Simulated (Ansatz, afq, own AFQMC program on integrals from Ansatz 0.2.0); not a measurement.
**SiNH2, quartet → SiNH2, sextet**

```csv
atom,x (Å),y (Å),z (Å)
Si,0.0095,-0.1038,0.6022
N,-0.0872,0.1443,-1.1807
H,0.2656,1.1829,1.3191
H,0.6831,-0.2976,-1.6914
```

Connectivity, by distances: SiH–NH.

E(sextet, charge +0) − E(quartet, charge +0) at this geometry, on UHF and UHF determinants.

Basis cc-pVDZ. Only valence electrons are correlated. Ansatz 0.2.0 and our own AFQMC program on the same integrals; the CISD trial comes from CCSD amplitudes, and released means the phaseless constraint is let go. Error bars are statistical, one sigma. The errors of all members are added in quadrature.

No full CI on the walks' own integrals is used here; CCSDT(Q) serves as the reference and is uncertain by about the last step of the cluster series. Each member takes its own surest rung, up to full CI.

Errors are counted within cc-pVDZ, not against nature.

Cautions: SiNH₂ (quartet): another spin lies lower; SiNH₂ (sextet): another spin lies lower, the released energies move by 1.5 errors or more from one time to the next, so no released level is given (meV from the phaseless value at times in 1/Eh: -7 ± 3 at 0.24, -12 ± 3 at 0.51, -11 ± 3 at 0.99, -10 ± 3 at 1.62, -17 ± 3 at 2.40), though the last usable value meets CCSDT(Q) within the noise, the ph-AFQMC/HF walk drifts between its halves (2.5 errors); the upper state may be diffuse, so the gap hangs on the basis; core correlation is missing, and it shifts such a gap most where an s electron is promoted.

```tsv
level	vertical spin gap (kcal/mol)
MP2	157.0
CCSD	154.8
```

Question: From these cheaper values, estimate the vertical spin gap at the reference level in cc-pVDZ.

Answer: 155.4 kcal/mol (CCSDT(Q) in cc-pVDZ).

```tsv
level	vertical spin gap (kcal/mol)	error against CCSDT(Q) (kcal/mol)
HF	138.0	-17.3
CCSD(T)	155.4	0.0
CCSDT	155.3	-0.1
ph-AFQMC/HF	155.7 ± 0.8	0.3 ± 0.8
ph-AFQMC/CISD	155.4 ± 0.1	0.1 ± 0.1
```

Correlation beyond CCSD(T) changes it by less than 2 meV. The perturbative (T) step is worth +0.5 kcal/mol.
